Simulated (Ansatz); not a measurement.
Reaction (SMILES): N#P (N-P) + 3 [H][H] (H2) → N (NH3) + P (PH3)
B3LYP-D3(BJ)/def2-TZVP geometries, fixed; electronic energies without zero-point terms.
Largest species:
```
N
H 1 1.0136
H 1 1.0136 2 107.33
H 1 1.0136 2 107.33 3 -115.09
```

Basis-set convergence of the energy of full hydrogenation at PBE with Ansatz (a first-principles code). Cartesian d functions, on some or all atoms, in 6-31+G*, 6-311+G**; all else is spherical. The program fits the integrals of some runs and decomposes those of others, by size. No added dispersion term, no relativity. Functions are those of the species that has most. Reference: the value in pcseg-4, -71.08 kcal/mol, itself unsure by roughly 0.11 kcal/mol (its mean distance from aug-pcseg-3, aug-cc-pV(Q+d)Z, cc-pV(5+d)Z). Deviations are taken from unrounded values.

```
basis            functions  energy of full hydrogenation (kcal/mol)  minus reference (kcal/mol)
---------------  ---------  ---------------------------------------  --------------------------
STO-3G                  14                                   -51.64                       19.44
6-31G                   22                                   -67.61                        3.47
pcseg-1                 33                                   -69.59                        1.49
6-31+G*                 42                                   -67.58                        3.50
6-311+G**               53                                   -71.56                       -0.48
aug-pcseg-1             54                                   -73.73                       -2.65
6-311++G(2d,2p)         65                                   -72.26                       -1.18
def2-TZVP               68                                   -69.30                        1.78
pcseg-2                 76                                   -71.69                       -0.61
def2-TZVPD              80                                   -70.40                        0.68
cc-pV(T+d)Z             81                                   -69.67                        1.41
def2-TZVPPD             99                                   -71.77                       -0.69
aug-cc-pV(T+d)Z        124                                   -71.68                       -0.60
cc-pV(Q+d)Z            154                                   -70.29                        0.79
def2-QZVPP             160                                   -70.92                        0.16
pcseg-3                163                                   -71.28                       -0.20
aug-pcseg-3            236                                   -71.13                       -0.05
cc-pV(5+d)Z            265                                   -70.98                        0.10
```
